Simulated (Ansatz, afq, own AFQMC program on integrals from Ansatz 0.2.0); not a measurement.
**BH4⁺, triplet in cc-pVDZ, levels against full CI**

```tsv
atom	x (Å)	y (Å)	z (Å)
B	0.0000	0.0000	0.0000
H	0.4219	0.4343	0.9442
H	-0.4338	-0.4205	0.9450
H	-0.4214	0.4210	-0.9504
H	0.4333	-0.4347	-0.9388
```

Basis cc-pVDZ. Only valence electrons are correlated. Integrals, coupled cluster, full CI and functionals: Ansatz 0.2.0; the random walks run on the same integrals in our own AFQMC program. The CISD trial takes its coefficients from CCSD amplitudes. Released means that phaseless walkers are propagated on without the constraint, phases kept. Error bars are statistical, one sigma.

Determinant: UHF, the one that the program's search chose, which needn't be the lowest solution. The geometry is a point of a scan.

Full CI on the same integrals is exact in this basis and with this determinant's frozen core.

Cautions: lower spins were not checked.

- T1 diagnostic: 0.0103
- weight of the determinant in the CISD state: 0.949
- ⟨S²⟩ of the determinant: 2.011
- size of the correlated space: 6 electrons in 33 orbitals

Reference: full CI, correlation energy -2.950 eV. The released energy is read at 2.40 1/Eh (meV from the phaseless value at times in 1/Eh: -0.3 ± 1.1 at 0.24, -2.3 ± 0.7 at 0.51, -2.5 ± 0.6 at 0.99, -3.0 ± 0.5 at 1.62, -4.2 ± 0.7 at 2.40).

```tsv
level	E − E(reference) (meV)	share of correlation (%)
HF	2950.1	0.00
MP2	668.2	77.35
CCSD	59.6	97.98
CCSD(T)	12.6	99.57
CCSDT	0.9	99.97
CCSDT(Q)	0.2	99.99
CCSDTQ	0.0	100.00
ph-AFQMC/HF	22.3 ± 7.4	99.24
ph-AFQMC/CISD	3.2 ± 0.7	99.89
released AFQMC	-1.0 ± 0.7	100.03
```

CCSDT and higher add their correlation energy to the determinant of the CCSD(T) run, since their own runs factorise the integrals more tightly (a shift of under 2 meV). A walk keeps the symmetry of its determinant, which the program's search chose and which needn't be the lowest solution, so a lower state of the same spin and another symmetry isn't excluded. Released energies are given only where the last usable release times agree within the noise; a slower fall can still hide under it.
